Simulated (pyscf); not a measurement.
H₃Si–PH–SiH₃ -> silane (SiH₄) + H₂Si=PH (elimination; singlet surface; P–Si, H–Si broken, H–Si formed). Optimised with ωB97X-D3(BJ)/def2-SVP in PySCF. Correlated levels are frozen-core, on RHF or UHF. ΔMP2 is the change of the MP2 total energy from the triple- to the quadruple-zeta basis. Rate constants from transition-state theory at the high-pressure limit, CCSD(T)/def2-TZVPP + ΔMP2(QZVPP) energies (ideal gas, 1 atm, RRHO with modes under 100 cm⁻¹ raised to 100, one conformer, R ln 2 for chiral ones without a mode under 150 cm⁻¹; no tunnelling), k in s⁻¹.

```json
[
 {"T (K)": "298", "1000/T": "3.354", "log10 k": "-26.89"},
 {"T (K)": "600", "1000/T": "1.667", "log10 k": "?"},
 {"T (K)": "900", "1000/T": "1.111", "log10 k": "-0.47"},
 {"T (K)": "1200", "1000/T": "0.833", "log10 k": "2.81"}
]
```

### Question
Fit an Arrhenius line to the three values, give the activation energy, and predict k at 600 K.

### Answer
Least squares gives log10 k = 12.62 − 11.78 × 1000/T, so Ea = 11.78 × ln 10 × 1.987 = 53.9 kcal/mol, against an electronic barrier of 54.4. At 600 K the line gives -7.01; the computed value is -7.02 (ΔG‡ = 55.2 kcal/mol), close to the line. At the saddle there is also a short Si–Si contact that neither side keeps. This is the saddle that the search found; another between the same sides may lie lower. The CCSD(T) − MP2 part came from Ansatz, without density fitting, on the same reference.
